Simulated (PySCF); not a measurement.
## How the functional moves excitation energies

CuH (singlet state).
SMILES with atom numbers: `[CuH:1]` (hydrogens: H2 on Cu1)

Linear-response calculations in the def2-SVPD basis (PySCF; singlets by full response, triplets Tamm–Dancoff, core orbitals frozen in the response; HF means time-dependent Hartree–Fock). 'Strongest' is the level of largest summed f among the singlets computed (10 roots, of which the last may lack a degenerate partner); it can jump between rows when another state enters that window. S1 is the lowest singlet of each run and needn't be the same state throughout; f(S1) is that of one state. Isolated species at its PBE0-D3(BJ)/def2-SVP geometry, gas phase.

```json
{"functional": "LDA", "kind": "LDA", "S1 (eV)": "2.70", "f(S1)": "0.000", "strongest (eV)": "4.73", "T1 (eV)": "2.20", "HOMO (eV)": "-5.32", "gap (eV)": "2.49", "ionisation energy, ΔSCF (eV)": "9.58"}
{"functional": "PBE", "kind": "GGA", "S1 (eV)": "2.56", "f(S1)": "0.000", "strongest (eV)": "4.58", "T1 (eV)": "2.02", "HOMO (eV)": "-5.07", "gap (eV)": "2.38", "ionisation energy, ΔSCF (eV)": "9.29"}
{"functional": "B3LYP", "kind": "global hybrid, 20% exact exchange", "S1 (eV)": "2.91", "f(S1)": "0.049", "strongest (eV)": "5.13", "T1 (eV)": "2.10", "HOMO (eV)": "-6.23", "gap (eV)": "4.02", "ionisation energy, ΔSCF (eV)": "9.35"}
{"functional": "PBE0", "kind": "global hybrid, 25% exact exchange", "S1 (eV)": "3.00", "f(S1)": "0.050", "strongest (eV)": "5.22", "T1 (eV)": "2.15", "HOMO (eV)": "-6.32", "gap (eV)": "4.50", "ionisation energy, ΔSCF (eV)": "9.11"}
{"functional": "BHandHLYP", "kind": "global hybrid, 50% exact exchange", "S1 (eV)": "3.13", "f(S1)": "0.049", "strongest (eV)": "5.64", "T1 (eV)": "2.31", "HOMO (eV)": "-7.50", "gap (eV)": "6.27", "ionisation energy, ΔSCF (eV)": "9.03"}
{"functional": "CAM-B3LYP", "kind": "range-separated hybrid", "S1 (eV)": "2.84", "f(S1)": "0.041", "strongest (eV)": "5.21", "T1 (eV)": "2.08", "HOMO (eV)": "-7.77", "gap (eV)": "6.66", "ionisation energy, ΔSCF (eV)": "9.28"}
{"functional": "wB97X-D", "kind": "range-separated hybrid", "S1 (eV)": "2.98", "f(S1)": "0.044", "strongest (eV)": "5.15", "T1 (eV)": "2.46", "HOMO (eV)": "-8.26", "gap (eV)": "8.08", "ionisation energy, ΔSCF (eV)": "9.22"}
{"functional": "LC-wPBE", "kind": "range-separated hybrid", "S1 (eV)": "2.79", "f(S1)": "0.033", "strongest (eV)": "5.10", "T1 (eV)": "2.03", "HOMO (eV)": "-8.88", "gap (eV)": "8.89", "ionisation energy, ΔSCF (eV)": "9.01"}
{"functional": "HF", "kind": "Hartree–Fock", "S1 (eV)": "3.66", "f(S1)": "0.055", "strongest (eV)": "6.01", "T1 (eV)": "2.64", "HOMO (eV)": "-8.96", "gap (eV)": "9.28", "ionisation energy, ΔSCF (eV)": "not settled"}
```

S1 runs from 2.56 eV (PBE) to 3.66 eV (HF), a spread of 1.10 eV, while the orbital gap spreads over 6.9 eV. Along PBE (0%), B3LYP (20%), PBE0 (25%), BHandHLYP (50%), HF (100%) S1 rises with the share of exact exchange. −ε(HOMO) comes closest to its own ΔSCF ionisation energy with LC-wPBE (-0.13 eV) and misses most with LDA (-4.27 eV). The lowest singlet of a reference set is 1Σ+(3d,4s) at 3.08 eV (computed, theoretical best estimate (aug-cc-pVTZ, non-relativistic), gas; Jacquemin, Kossoski, Gam, Boggio-Pasqua, Loos, transition metal compounds, arXiv:2309.17311 (2023)). The lowest computed singlet differs from it by BHandHLYP +0.05, PBE0 -0.08, wB97X-D -0.10, B3LYP -0.17, CAM-B3LYP -0.24, LC-wPBE -0.29, LDA -0.38, PBE -0.52, HF +0.58 eV; geometry and basis of the reference needn't be the same. The lowest triplet of a reference set is 3Σ+(3d,4s) at 2.55 eV (computed, theoretical best estimate (aug-cc-pVTZ, non-relativistic), gas; Jacquemin, Kossoski, Gam, Boggio-Pasqua, Loos, transition metal compounds, arXiv:2309.17311 (2023)). The lowest computed triplet differs from it by wB97X-D -0.09, HF +0.09, BHandHLYP -0.24, LDA -0.35, PBE0 -0.40, B3LYP -0.45, CAM-B3LYP -0.47, LC-wPBE -0.52, PBE -0.53 eV; geometry and basis of the reference needn't be the same. 'Not settled' means that the ion's SCF failed to converge or may have ended in another state than the lowest.
